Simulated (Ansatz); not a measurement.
# CH₄AlN: shape, modes and thermochemistry

The task is to find a stationary geometry of CH₄AlN, then compute its harmonic vibrations to see whether it is a minimum and to get the zero-point energy and entropy, and look at its orbitals and charge.

Method: RKS PBE0-D4/def2-TZVP; program: Ansatz 0.2.0, Gaussian basis.

The runs, in order: relaxation at PBE-D4/def2-SVP; relaxation at PBE0-D4/def2-TZVP; harmonic vibrations at the same level; a single point in def2-TZVPP for the fields.

### Step 1. Where the work starts

7 atoms, charge 0, spin multiplicity 1.

Atoms are counted from 1 here; the program's logs count them from 0.

Bond lengths: C1–N2 1.469 Å, C1–Al3 1.813 Å, C1–H4 1.055 Å, C1–H5 1.160 Å, N2–Al3 1.914 Å, N2–H6 1.064 Å, Al3–H7 1.654 Å. Angles: N2–C1–Al3 70.4°, N2–C1–H4 112.6°, N2–C1–H5 111.3°, Al3–C1–H4 118.9°, Al3–C1–H5 120.0°, H4–C1–H5 114.7°, C1–N2–Al3 63.2°, C1–N2–H6 110.0°, Al3–N2–H6 105.5°, C1–Al3–N2 46.3°, C1–Al3–H7 159.1°, N2–Al3–H7 154.2°.

Coordinates:

```xyz
7

C    -0.5917   -0.0719   -0.5304
N    -0.5873    0.3318    0.8818
Al    0.9720   -0.5723    0.2393
H    -1.3162   -0.8102   -0.7392
H    -0.6229    0.8508   -1.2323
H    -0.3081    1.3552    0.9677
H     2.5155   -1.1514    0.3674
```

The start is a force-field geometry with small random shifts, so a cheaper pass at PBE-D4/def2-SVP comes first.

### Step 2. Optimising with PBE-D4/def2-SVP (cheap first pass)

in.yaml reads:

```yaml
crystal:
  periodic: [false, false, false]
  atoms:
    - {symbol: C, position_ang: [-0.591700, -0.071900, -0.530400]}
    - {symbol: N, position_ang: [-0.587300, 0.331800, 0.881800]}
    - {symbol: Al, position_ang: [0.972000, -0.572300, 0.239300]}
    - {symbol: H, position_ang: [-1.316200, -0.810200, -0.739200]}
    - {symbol: H, position_ang: [-0.622900, 0.850800, -1.232300]}
    - {symbol: H, position_ang: [-0.308100, 1.355200, 0.967700]}
    - {symbol: H, position_ang: [2.515500, -1.151400, 0.367400]}
basis:
  gaussian: {orbitals: def2-SVP}
hamiltonian: {xc: pbe, dispersion: d4}
relax: {f_tol: 0.03, max_steps: 200}
```

Run with:

```
$ ansatz run in.yaml --threads 2 --pin off --events-out ev --progress --plain --max-ram 4352MiB
```

The program printed, shortened:

```text
Functional definition: PBE
  name "PBE"
  cite "Perdew, Burke & Ernzerhof, Phys. Rev. Lett. 77, 3865 (1996) doi:10.1103/PhysRevLett.77.3865"
  parent pbe
[...]
755 factors; their error is unknown
[...]
mean field -9175.62724448 eV, -337.1980817712 hartree, gradient 1.6e-5 eV, S^2 0.000000; 0 other end points of the search recorded, 0 dependent functions left out
[...]
reference -9175.62727923 eV, -337.1980830483 hartree; 15, 15 occupied and 51, 51 virtual orbitals, 755 factors
relax step   1: F+E_penalty+E_count = -9175.72687917 eV  Δ(F+E_penalty+E_count) = +0.000e0 eV  max|allowed force component| = 2.973e0 eV/Å  Δτ_max = 0.0000 Å  (27 SCF iters, accepted)
[...]
relax step   3: F+E_penalty+E_count = -9176.32589802 eV  Δ(F+E_penalty+E_count) = -1.678e-1 eV  max|allowed force component| = 6.898e-1 eV/Å  Δτ_max = 0.1322 Å  (35 SCF iters, accepted)
[...]
relax step   5: F+E_penalty+E_count = -9176.39910487 eV  Δ(F+E_penalty+E_count) = +7.009e-2 eV  max|allowed force component| = 2.826e0 eV/Å  Δτ_max = 0.1940 Å  (33 SCF iters, rejected (line search))
[...]
relax step   7: F+E_penalty+E_count = -9176.59463172 eV  Δ(F+E_penalty+E_count) = -4.405e-2 eV  max|allowed force component| = 1.642e-1 eV/Å  Δτ_max = 0.0996 Å  (27 SCF iters, accepted)
[...]
relax step   8: F+E_penalty+E_count = -9176.60618788 eV  Δ(F+E_penalty+E_count) = -1.156e-2 eV  max|allowed force component| = 7.403e-2 eV/Å  Δτ_max = 0.0750 Å  (27 SCF iters, accepted)
[...]
relax step   9: F+E_penalty+E_count = -9176.60670192 eV  Δ(F+E_penalty+E_count) = -5.140e-4 eV  max|allowed force component| = 2.231e-2 eV/Å  Δτ_max = 0.0078 Å  (30 SCF iters, accepted)
755 factors; their error is unknown
[...]
mean field -9176.50681535 eV, -337.2304054044 hartree, gradient 2.7e-5 eV, S^2 0.000000; 1 other end points of the search recorded, 0 dependent functions left out
[...]
reference -9176.50685052 eV, -337.2304066970 hartree; 15, 15 occupied and 51, 51 virtual orbitals, 755 factors
Total energy: -9176.60673709 eV, -337.2340774607 hartree
Atom 0 at    -0.593606    -0.018279    -0.616173 Å, force     0.012334    -0.011870     0.002428 eV/Å
Atom 1 at    -0.123933     0.514503     0.713005 Å, force    -0.022310     0.007357    -0.015449 eV/Å
Atom 2 at     1.112007    -0.585987     0.151434 Å, force    -0.018372    -0.003930    -0.020430 eV/Å
Atom 3 at    -1.504077    -0.657911    -0.597926 Å, force     0.006319    -0.004117     0.013515 eV/Å
Atom 4 at    -0.661656     0.718166    -1.447459 Å, force     0.009196     0.011615     0.004858 eV/Å
Atom 5 at    -0.685121     1.184418     1.241557 Å, force     0.003575     0.002569     0.008242 eV/Å
Atom 6 at     2.517686    -1.222911     0.509863 Å, force     0.009257    -0.001624     0.006837 eV/Å
Dipole moment:     0.084973    -0.012961     0.061952 e Å
```

It took 7.5 s on 2 threads of Arm Neoverse V2, shared host.

Along the way: (the energy doesn't fall at every step)

```csv
step,energy from step 1 (eV),largest force component (eV/Å)
1,0.0000,2.9731
2,-0.4312,1.4033
3,-0.5990,0.6898
4,-0.7423,0.8160
5,-0.6722,2.8262
6,-0.8237,0.4159
7,-0.8678,0.1642
8,-0.8793,0.0740
9,-0.8798,0.0223
```

Distances of close pairs at the start and the end, largest changes first:

```csv
bond,before (Å),after (Å),change (Å)
N2–Al3,1.914,1.748,-0.166
C1–Al3,1.813,1.955,+0.141
Al3–H7,1.654,1.584,-0.069
C1–H4,1.055,1.113,+0.058
C1–H5,1.160,1.113,-0.047
N2–H6,1.064,1.021,-0.043
C1–N2,1.469,1.507,+0.038
```

### Step 3. Geometry optimisation, PBE0-D4/def2-TZVP

in.yaml reads:

```yaml
crystal:
  periodic: [false, false, false]
  atoms:
    - {symbol: C, position_ang: [-0.593606, -0.018279, -0.616173]}
    - {symbol: N, position_ang: [-0.123933, 0.514503, 0.713005]}
    - {symbol: Al, position_ang: [1.112007, -0.585987, 0.151434]}
    - {symbol: H, position_ang: [-1.504077, -0.657911, -0.597926]}
    - {symbol: H, position_ang: [-0.661656, 0.718166, -1.447459]}
    - {symbol: H, position_ang: [-0.685121, 1.184418, 1.241557]}
    - {symbol: H, position_ang: [2.517686, -1.222911, 0.509863]}
basis:
  gaussian: {orbitals: def2-TZVP}
hamiltonian: {xc: pbe0, dispersion: d4}
relax: {f_tol: 0.005, max_steps: 150}
```

The command is unchanged.

The program printed, shortened:

```text
Functional definition: PBE0
  name "PBE0"
  cite "Adamo & Barone, J. Chem. Phys. 110, 6158 (1999) doi:10.1063/1.478522"
  cite "Perdew, Burke & Ernzerhof, Phys. Rev. Lett. 77, 3865 (1996) doi:10.1103/PhysRevLett.77.3865"
  parent pbe
[...]
790 factors; their error is unknown
[...]
mean field -9182.58418599 eV, -337.4537446562 hartree, gradient 1.5e-5 eV, S^2 0.000000; 0 other end points of the search recorded, 0 dependent functions left out
[...]
reference -9182.58421622 eV, -337.4537457668 hartree; 15, 15 occupied and 108, 108 virtual orbitals, 790 factors
relax step   1: F+E_penalty+E_count = -9182.66694193 eV  Δ(F+E_penalty+E_count) = +0.000e0 eV  max|allowed force component| = 6.952e-1 eV/Å  Δτ_max = 0.0000 Å  (28 SCF iters, accepted)
[...]
reference -9182.62337785 eV, -337.4551849302 hartree; 15, 15 occupied and 108, 108 virtual orbitals, 790 factors
Total energy: -9182.70648548 eV, -337.4582390795 hartree
Atom 0 at    -0.578581    -0.027232    -0.616287 Å, force    -0.001843     0.000634    -0.000732 eV/Å
Atom 1 at    -0.125177     0.516630     0.714124 Å, force     0.002146    -0.000070     0.001612 eV/Å
Atom 2 at     1.090303    -0.566768     0.161325 Å, force    -0.000470    -0.000531    -0.001176 eV/Å
Atom 3 at    -1.474461    -0.652187    -0.586333 Å, force     0.000711    -0.000053     0.000543 eV/Å
Atom 4 at    -0.645067     0.705651    -1.424082 Å, force     0.000648    -0.000064     0.000609 eV/Å
Atom 5 at    -0.688567     1.174837     1.222789 Å, force    -0.001367    -0.000067    -0.001275 eV/Å
Atom 6 at     2.482850    -1.218931     0.482765 Å, force     0.000173     0.000150     0.000419 eV/Å
Dipole moment:     0.147080    -0.066984     0.036867 e Å
```

Wall time 12 s (2 threads of Arm Neoverse V2, shared host).

Step by step:

```csv
step,energy from step 1 (eV),largest force component (eV/Å)
1,0.0000,0.6952
2,-0.0321,0.4487
3,-0.0389,0.0732
4,-0.0392,0.0795
5,-0.0395,0.0411
6,-0.0395,0.0123
7,-0.0395,0.0021
```

Distances of close pairs at the start and the end, largest changes first:

```csv
bond,before (Å),after (Å),change (Å)
C1–Al3,1.955,1.919,-0.036
N2–Al3,1.748,1.720,-0.028
C1–H4,1.113,1.093,-0.020
C1–H5,1.113,1.093,-0.020
N2–H6,1.021,1.005,-0.017
Al3–H7,1.584,1.571,-0.013
C1–N2,1.507,1.507,+0.000
```

Mulliken charges of the relaxed molecule (report file):

```csv
atom,value (e)
C1,-0.29
N2,-0.44
Al3,0.38
H4,0.11
H5,0.11
H6,0.20
H7,-0.06
```

### Step 4. Harmonic vibrations

in.yaml reads:

```yaml
crystal:
  periodic: [false, false, false]
  atoms:
    - {symbol: C, position_ang: [-0.578581, -0.027232, -0.616287]}
    - {symbol: N, position_ang: [-0.125177, 0.516630, 0.714124]}
    - {symbol: Al, position_ang: [1.090303, -0.566768, 0.161325]}
    - {symbol: H, position_ang: [-1.474461, -0.652187, -0.586333]}
    - {symbol: H, position_ang: [-0.645067, 0.705651, -1.424082]}
    - {symbol: H, position_ang: [-0.688567, 1.174837, 1.222789]}
    - {symbol: H, position_ang: [2.482850, -1.218931, 0.482765]}
basis:
  gaussian: {orbitals: def2-TZVP}
hamiltonian: {xc: pbe0, dispersion: d4}
phonons: {temperatures: {t_min: 298.15, t_max: 900, t_step: 200}}
```

Launched as before.

The program printed, shortened:

```text
Functional definition: PBE0
  name "PBE0"
  cite "Adamo & Barone, J. Chem. Phys. 110, 6158 (1999) doi:10.1063/1.478522"
  cite "Perdew, Burke & Ernzerhof, Phys. Rev. Lett. 77, 3865 (1996) doi:10.1103/PhysRevLett.77.3865"
  parent pbe
[...]
790 factors; their error is unknown
[...]
mean field -9182.62334736 eV, -337.4551838098 hartree, gradient 1.4e-5 eV, S^2 0.000000; 0 other end points of the search recorded, 0 dependent functions left out
[...]
reference -9182.62337743 eV, -337.4551849149 hartree; 15, 15 occupied and 108, 108 virtual orbitals, 790 factors
[...]
790 factors; their error is unknown
mean field -9182.62320546 eV, -337.4551785951 hartree, gradient 8.1e-7 eV, S^2 0.000000; 0 other end points of the search recorded, 0 dependent functions left out
[...]
reference -9182.62323555 eV, -337.4551797007 hartree; 15, 15 occupied and 108, 108 virtual orbitals, 790 factors
[...]
Total energy: -9182.70648507 eV, -337.4582390643 hartree
Atom 0 at    -0.578581    -0.027232    -0.616287 Å, force    -0.001853     0.000641    -0.000756 eV/Å
Atom 1 at    -0.125177     0.516630     0.714124 Å, force     0.002138    -0.000054     0.001628 eV/Å
Atom 2 at     1.090303    -0.566768     0.161325 Å, force    -0.000443    -0.000548    -0.001176 eV/Å
Atom 3 at    -1.474461    -0.652187    -0.586333 Å, force     0.000712    -0.000051     0.000541 eV/Å
Atom 4 at    -0.645067     0.705651    -1.424082 Å, force     0.000648    -0.000076     0.000620 eV/Å
Atom 5 at    -0.688567     1.174837     1.222789 Å, force    -0.001368    -0.000066    -0.001273 eV/Å
Atom 6 at     2.482850    -1.218931     0.482765 Å, force     0.000165     0.000154     0.000417 eV/Å
Dipole moment:     0.147079    -0.066983     0.036867 e Å
Vibrations: 348.79 455.88 498.52 626.85 733.20 790.88 999.95 1021.24 1107.45 1179.13 1487.98 1982.03 3041.41 3095.87 3647.04 cm⁻¹, zero-point energy 1.302840 eV
```

Wall time 42 s (2 threads of Arm Neoverse V2, shared host).

Motions are named by where the mode's potential energy lies. The modes, unscaled (a negative number is an imaginary wavenumber):

```csv
mode,cm⁻¹,motion
1,349,out-of-plane bend
2,456,out-of-plane bend
3,499,bend
4,627,bend with Al–C stretch
5,733,bend
6,791,bend with Al–N stretch
7,1000,bend with C–N stretch
8,1021,bend
9,1107,bend
10,1179,bend
11,1488,bend
12,1982,Al–H stretch
13,3041,C–H stretch
14,3096,C–H stretch
15,3647,N–H stretch
```

From these modes and the moments of inertia (298.15 K, 1 bar, symmetry number 1):

```csv
term,value
zero-point energy,125.7 kJ/mol
H(298) − E,139.0 kJ/mol
"entropy, translation",159.3 J/(mol K)
"entropy, rotation",94.9 J/(mol K)
"entropy, vibration",15.9 J/(mol K)
"entropy, total",270.1 J/(mol K)
```

### Step 5. A single point for the fields

Changes to in.yaml since step 4:

```diff
@@ -11,4 +11,4 @@
 basis:
-  gaussian: {orbitals: def2-TZVP}
+  gaussian: {orbitals: def2-TZVPP}
 hamiltonian: {xc: pbe0, dispersion: d4}
-phonons: {temperatures: {t_min: 298.15, t_max: 900, t_step: 200}}
+output: {orbitals: {seedname: orbitals}}
```

Same command.

The program printed:

```text
Functional definition: PBE0
  name "PBE0"
  cite "Adamo & Barone, J. Chem. Phys. 110, 6158 (1999) doi:10.1063/1.478522"
  cite "Perdew, Burke & Ernzerhof, Phys. Rev. Lett. 77, 3865 (1996) doi:10.1103/PhysRevLett.77.3865"
  parent pbe
  parameter a = 0.25
  parameter kappa = 0.804
  parameter beta = 0.06672455060314922
  exchange = (1 - a)*pbe_x(kappa = kappa, mu = beta*pi^2/3) + a*exact_x
  correlation = pbe_c(beta = beta)
871 factors; their error is unknown
mean field evaluation 1: about -9171.8322 eV, gradient 6.9e1 eV
mean field evaluation 2: about -9110.2330 eV, gradient 1.5e2 eV
mean field evaluation 4: about -9182.3346 eV, gradient 1.2e1 eV
mean field evaluation 8: about -9182.6659 eV, gradient 1.6e-1 eV
mean field evaluation 16: about -9182.6756 eV, gradient 4.0e-5 eV
mean field -9182.67564181 eV, -337.4571055955 hartree, gradient 4.0e-5 eV, S^2 0.000000; 0 other end points of the search recorded, 0 dependent functions left out
reference -9182.67567209 eV, -337.4571067083 hartree; 15, 15 occupied and 145, 145 virtual orbitals, 871 factors
Total energy: -9182.75877973 eV, -337.4601608577 hartree
```

It took 1.4 s on 2 threads of Arm Neoverse V2, shared host.

The fields below are evaluated on a grid from the run's orbitals.

Frontier orbitals at PBE0-D4/def2-TZVPP, with the share of their density that lies nearest to each atom:

```csv
orbital,energy (eV),lies on
HOMO,-6.43,"N2 64 %; H4, H5, H6 about 8 % each; Al3 7 %"
LUMO,-0.73,Al3 53 %; H7 28 %; N2 9 %
```

ELF in a plane through or near 5 of the atoms.

Ten even steps from ' ' (0.00) to '@' (1.00):
```
                                                        
                                                        
                                                        
                              ......                    
                          ..::**##++::                  
                      ....--**@@@@%%==                  
            ..      ::++++**##@@@@%%==                  
        --##%%**::..--##%%++::%%%%==..                  
      --@@@@@@@@##....==%%++--++++..                    
      ##@@@@@@@@@@..====::**##%%**--..                  
    ..%%@@@@@@@@@@--##%%::****--::**==::                
      ##@@@@@@@@@@..::--==@@##==--**++::                
      ==@@@@@@@@%%--::++@@@@%%++++==--..                
        ==%%%%##==--==%%@@%%##==::....                  
          ..........--##%%##==..                        
                    ..--==--..                          
                                                        
                                                        
                                                        
                                                        
```
The map spans 10.8 Å across and 8.6 Å up, centred on the molecule. Atoms in the plane (x, y in Å): C1 (0.7, -0.5), N2 (0.1, 0.9), Al3 (-1.2, -0.2), H6 (0.8, 1.7), H7 (-2.8, -0.3).

log10 of the density (e/Å³) in the same plane.

Ten even steps from ' ' (-4.0) to '@' (1.6):
```
                                                        
                                                        
                          ............                  
                  ......::::------::::..                
              ....::::----========----::                
          ....::::----====++******====::..              
      ....::::----====++****######++==--..              
    ....::----======++**##%%%%##**++==--..              
    ..::--==++++++++++**##@@@@##**++==--::..            
  ..::--==++********%%%%########**++++==::....          
  ..::--==**####**##@@@@######@@##**++==--::..          
  ..::--==++********####**####@@##****==--::..          
    ..::--==++++++++++++******##****++==--::..          
    ..::::--==========++++++++++++++==--::..            
      ....::::--------============----::..              
          ....::::::::------------::::..                
              ........::::::::::......                  
                    ............                        
                                                        
                                                        
```
The map spans 10.8 Å across and 8.6 Å up, centred on the molecule. Atoms in the plane (x, y in Å): C1 (0.7, -0.5), N2 (0.1, 0.9), Al3 (-1.2, -0.2), H6 (0.8, 1.7), H7 (-2.8, -0.3).

On the surface of density 0.002 e/bohr³ the electrostatic potential runs, from the 1st to the 99th percentile, from -0.92 V near N2 to 2.64 V near Al3.

### Step 6. What came out

```
                  quantity            value
               point group               Cs
                     steps            9 + 7
shift from the start (rms)          0.316 Å
              total energy    -9182.7065 eV
           dispersion term          -83 meV
             dipole moment           0.80 D
lowest, highest wavenumber   349, 3647 cm⁻¹
         zero-point energy     125.7 kJ/mol
       entropy at 298.15 K  270.1 J/(mol K)
                HOMO, LUMO  -6.43, -0.73 eV
```

**Reading.** The atoms moved 0.32 Å (rms) from the start; the bond that changed most is N2–Al3, from 1.914 to 1.720 Å. No mode is imaginary: a true minimum at this level. The stiffest mode, 3647 cm⁻¹, is an N–H stretch. Harmonic hybrid wavenumbers usually lie a few per cent above measured fundamentals. The largest Mulliken charge, -0.44 e, sits on N2. The HOMO lies mostly on N2 64 %; H4, H5, H6 about 8 % each and the LUMO on Al3 53 %; H7 28 %.
